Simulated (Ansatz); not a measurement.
**P2H3 (doublet): from Hartree-Fock to the top rungs, cc-pVDZ**

One table from this session's results is given with a row withheld; the runs are named, their logs left out.

Computed with Ansatz 0.2.0, Gaussian basis. Level: cc-pVDZ, core rule «outside noble gas», up to 10 orbitals frozen.

Plan: UHF; CCSD(T) on ROHF; CCSD(T) on UHF; BCCD(T) on ROHF; CISD; CCSDT(Q) on ROHF; CCSDT(Q) on UHF.

25 further runs of the same task are left out: 11 that didn't finish, 14 set aside as unsound or not needed.

## What is computed

The geometry is a PBE0/def2-TZVP stationary point (not a proven minimum).

5 atoms, charge 0, spin multiplicity 2.

Atoms are counted from 1 here; the program's logs count them from 0.

Bond lengths: P1–P2 2.172 Å, P1–H3 1.420 Å, P1–H4 1.417 Å, P2–H5 1.425 Å. Angles: P2–P1–H3 99.9°, P2–P1–H4 97.1°, H3–P1–H4 95.4°, P1–P2–H5 91.8°.

The first run:

Contents of in.yaml:

```yaml
crystal:
  periodic: [false, false, false]
  atoms:
    - {symbol: P, position_ang: [0.093115, 0.049154, 1.058475]}
    - {symbol: P, position_ang: [-0.044225, -0.081602, -1.105068]}
    - {symbol: H, position_ang: [-1.047425, 0.851426, 1.327277]}
    - {symbol: H, position_ang: [-0.541730, -1.184578, 1.348326]}
    - {symbol: H, position_ang: [0.086751, 1.330267, -1.243818]}
basis:
  gaussian: {orbitals: cc-pVDZ}
magnetization: {spin_polarized: true, initial_magnetization: 1}
hamiltonian: {xc: hf}
output: {orbitals: {seedname: orbitals}}
```

Command:

```
$ ansatz run in.yaml --threads 1 --pin off --events-out ev --progress --plain --max-ram 2393MiB
```

Steps of the session up to this table: UHF; CCSD(T) on ROHF; CCSD(T) on UHF; BCCD(T) on ROHF; CISD; CCSDT(Q) on ROHF; CCSDT(Q) on UHF.

One of the session's tables, all rows but one given; the rest of the session is left out.

```
   method  from UCCSDT(Q) (kcal/mol)
     ROHF                    +176.68
      UHF                    +173.75
     RMP2                     +32.37
     UMP2                     +32.76
     CISD                     +22.60
    RCCSD                      +6.16
    UCCSD                      +6.09
 RCCSD(T)                      +1.06
 UCCSD(T)                      +1.07
  BCCD(T)                      +1.03
   RCCSDT                          ?
   UCCSDT                      +0.31
RCCSDT(Q)                      +0.01
UCCSDT(Q)                          0
```

Estimate the missing values for RCCSDT.

**Answer.** from UCCSDT(Q) (kcal/mol): +0.32. In the column «from UCCSDT(Q) (kcal/mol)» it lies between UCCSDT (+0.31) and BCCD(T) (+1.03).

With the free atoms at the same levels and basis (separate runs), the atomisation energy is 10.730 eV at UCCSDT(Q), 10.703 eV at RCCSD(T), 10.703 eV at UCCSD(T), 7.567 eV at ROHF.

To keep in mind: Restricted and unrestricted rows rest on different reference determinants; where their highest levels disagree by more than a few hundredths of an eV, they describe different states and don't form one ladder.
